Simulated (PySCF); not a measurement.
C6H11 (charge +1).
Z-matrix (Å and degrees, PBE0-D3(BJ)/def2-SVP geometry), rows numbered from 1:
```
C 
C   1  1.4721
C   2  1.4720  1  117.57
C   2  1.4050  1  123.39  3   179.40
C   4  1.5728  2  119.82  1   -34.06
C   5  1.4401  4   62.78  2   106.87
H   1  1.1023  2  110.20  3   -42.71
H   1  1.1072  2  107.02  3    70.72
H   1  1.0958  2  115.45  3  -168.27
H   3  1.0978  2  113.21  1  -155.78
H   3  1.1101  2  105.94  1    87.34
H   3  1.0990  2  112.61  1   -28.22
H   4  1.0919  2  117.09  1   177.62
H   5  1.0934  4  110.96  6   113.72
H   5  1.0925  4  115.82  6  -112.33
H   6  1.0925  4  115.77  5   112.22
H   6  1.0933  4  111.03  5  -113.73
```

The closed-shell ground state was solved at several levels (PySCF, density fitting, gas phase, non-relativistic).

```tsv
level	basis functions	total energy (Eh)	HOMO (eV)	LUMO (eV)	gap (eV)
B3LYP/pcJ-1	272	-234.9761	-13.81	-7.84	5.97
CAM-B3LYP/pcSseg-2	370	-234.8999	-15.26	-6.45	8.81
CAM-B3LYP/def2-SVPD	208	-234.6487	-15.32	-6.50	8.82
```

Problem. Estimate the row for PBE0/pcSseg-1, a basis of 157 functions; the other rows only guide the guess.

Solution. Total energy -234.6337 Eh, HOMO -14.06 eV, LUMO -7.68 eV, gap 6.38 eV.

One conformer stands for the species.
